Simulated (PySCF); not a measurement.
Energies from PySCF (xtb for GFN2), thermal terms from the rigid-rotor harmonic-oscillator model, ideal gas at 1 bar. Table values come from the NASA 1993 polynomials. Open shells (unrestricted): BF₂ (multiplicity 2). GFN2 has no spin-polarisation term. The harmonic model lacks anharmonicity and excited electronic states, which grow with temperature; levels with a mode under 35 cm⁻¹ are left out. The table's entry may be an old estimate for BF₂ (not checked at source).

Harmonic frequencies at GFN2-xTB (cm⁻¹): 477, 1195, 1253. Point group C2v; S°(298 K) = 247.6 J/mol/K at this level.

Task: Work out Cp and S° of gaseous BF₂ at 500, 800, 1200, 1600, 2000 K from these, and set them beside the table.

Result: 
```json
[
 {"T (K)": "500", "Cp GFN2-xTB": "46.8", "Cp table": "47.5", "S° GFN2-xTB": "270.0", "S° table": "269.9"},
 {"T (K)": "800", "Cp GFN2-xTB": "52.4", "Cp table": "52.8", "S° GFN2-xTB": "293.4", "S° table": "293.6"},
 {"T (K)": "1200", "Cp GFN2-xTB": "55.3", "Cp table": "55.4", "S° GFN2-xTB": "315.3", "S° table": "315.6"},
 {"T (K)": "1600", "Cp GFN2-xTB": "56.5", "Cp table": "56.6", "S° GFN2-xTB": "331.4", "S° table": "331.7"},
 {"T (K)": "2000", "Cp GFN2-xTB": "57.1", "Cp table": "57.3", "S° GFN2-xTB": "344.1", "S° table": "344.4"}
]
```
Units J/mol/K.
